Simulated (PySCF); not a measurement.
Name the molecule from its bond curve

A diatomic of charge 0 contains C. Its triplet curve at PBE0 in a double-zeta basis (no relativity, PySCF), in eV from the separated fragments:

| R (Å) | E (eV) |
| --- | --- |
| 1.482 | -3.021 |
| 1.551 | -3.735 |
| 1.620 | -4.130 |
| 1.671 | -4.269 |
| 1.723 | -4.306 |
| 1.775 | -4.263 |
| 1.844 | -4.118 |
| 1.930 | -3.849 |
| 2.033 | -3.469 |
| 2.171 | -2.942 |

The fit gives ωe = 987 cm⁻¹ and the rotational constant Bₑ = 0.6796 cm⁻¹.

Which atom is the partner?

The minimum lies at 1.719 Å, so the reduced mass is 16.8576 u Å² cm⁻¹/(Bₑ·Re²) = 8.394 u. With C at 12.00 u the partner weighs about 27.9 u: Si. The molecule is SiC.

The state is the lowest determinant that a PBE0 search found; another state may lie lower at other levels.
